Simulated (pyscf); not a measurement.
Elementary routes open to CH₄ + SH• in the gas phase (doublet surface):
A. H₃C–SH + H• (C–H broken; C–S formed)
B. H₂S + CH₃• (C–H broken; H–S formed)

Structures and frequencies: ωB97X-D3(BJ)/def2-SVP in PySCF. Correlated levels are frozen-core, on RHF or UHF. ΔMP2 is the change of the MP2 total energy from the triple- to the quadruple-zeta basis.

Rank the routes by free-energy barrier at 298 K, lowest first, for CCSD(T)/def2-TZVPP + ΔMP2(QZVPP) energies (ideal gas, 1 atm, RRHO with modes under 100 cm⁻¹ raised to 100, one conformer, R ln 2 for rigid chiral ones).

B (23.1 kcal/mol), A (57.7 kcal/mol)

Route B is the fastest of these, ahead of the next by 34.6 kcal/mol. The most stable products are those of B (ΔG = +11.9 kcal/mol), so kinetics and thermodynamics agree. At 1200 K B is still the fastest. Only these routes are compared; each barrier is that of the saddle found, and lower ones may exist. The CCSD(T) − MP2 part came from Ansatz, without density fitting, on the same reference. A UHF reference is spin-contaminated (<S²> up to 0.86), which harms MP2 most. Left out: orbital degeneracy and the spin-orbit lowering of SH.
